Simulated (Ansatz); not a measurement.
Zinc-blende ZnSe, relaxed in Ansatz (plane waves) with several semilocal functionals. Each gives its own volume and its own bulk modulus:

```
level   V0 (Å³/atom)  bulk modulus (GPa)   ln V0   ln B0
------  ------------  ------------------  ------  ------
LDA           21.568               71.62  3.0712  4.2714
r²SCAN        22.730               65.30  3.1237  4.1790
PBE           23.551               56.65  3.1592  4.0369
```

Problem. Fit a straight line to ln B0 against ln V0. What does it predict for PBEsol, whose volume is 22.347 Å³/atom?

Solution. With x = ln V0 and y = ln B0: means 3.11803 and 4.16243; Σ(Δx Δy) = -0.01018, Σ(Δx²) = 0.003920, so the slope is -2.60. At x = 3.1067 the line gives y = 4.16243 + (-2.60) × (3.1067 − 3.11803) = 4.1919, or 66.15 GPa. The run with PBEsol gives 65.11 GPa, -1.6 % from the line. The rows used scatter about it by up to 3.2 %, while the largest value lies 26 % above the smallest. For comparison, PBE's own equation of state has B′ = 4.5, the slope −d ln B/d ln V at a fixed functional; the two needn't agree, since functionals also differ at one volume.

Measured: 62.4 GPa (measured, temperature not stated, not corrected to a static lattice, our sources range from 62.4 to 69.3; as tabulated in Toher et al. (2017), arXiv:1611.05714).

Ansatz's density-functional and Hartree–Fock values are scalar-relativistic unless marked +SOC, with PAW data made under PBE.

Ansatz is a program for electronic structure.
